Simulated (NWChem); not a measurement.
# SiH2, singlet; SMILES [SiH2]

Results from NWChem. Low-valent species are run as closed-shell singlets; no triplet was tried in these runs. The geometry was optimised at B3LYP/6-31G* (spherical d). Solvent water, SMD (1 M gas to 1 M solution), gas-phase geometry. Reactions with the solvent are ignored.

```tsv
level	basis functions	solvation free energy (kcal/mol)	cavity-dispersion-structure term (kcal/mol)	dipole in solution (D)	relative time
B3LYP/cc-pVDZ	28	-0.5	1.1	0.25	1
B3LYP/aug-cc-pVDZ	45	-0.5	1.1	0.18	1
B3LYP/cc-pVTZ	62	-0.5	1.1	0.12	3
B3LYP/aug-cc-pVTZ	96	-0.5	1.1	0.12	5
B3LYP/cc-pVQZ	119	-0.5	1.1	0.10	9
```

The last column is a rough cost ratio, cheapest run = 1.
